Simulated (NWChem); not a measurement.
System: fluorine (F2); SMILES FF

```xyz
2

F      0.0000     0.0000     0.6882
F      0.0000     0.0000    -0.6882
```
Atoms are numbered in this order, from 1.

All runs: NWChem. Pople sets run with spherical d functions. Structure relaxed at the PBE0/def2-SVP level.

Task: Taking B3LYP/aug-cc-pVTZ as the yardstick, which of these has the fewest basis functions while keeping “highest occupied level (eV)” within 0.05 eV of it: B3LYP/STO-3G; B3LYP/3-21G; B3LYP/6-311++G**; B3LYP/6-31+G*; B3LYP/def2-SVPD; B3LYP/def2-TZVP; B3LYP/def2-SVP; B3LYP/6-31G*?

Result: B3LYP/6-31+G* (a larger set in the list lies outside the tolerance).
```
level              basis functions  highest occupied level (eV)
-----------------  ---------------  ---------------------------
B3LYP/STO-3G                    10                        -4.81
B3LYP/3-21G                     18                        -9.79
B3LYP/6-31G*                    28                       -10.55
B3LYP/def2-SVP                  28                       -10.86
B3LYP/6-31+G*                   36                       -11.40
B3LYP/6-311++G**                44                       -11.49
B3LYP/def2-SVPD                 46                       -11.54
B3LYP/def2-TZVP                 62                       -11.28
B3LYP/aug-cc-pVTZ               92                       -11.37
```

The yardstick is one finite set, not the basis-set limit.
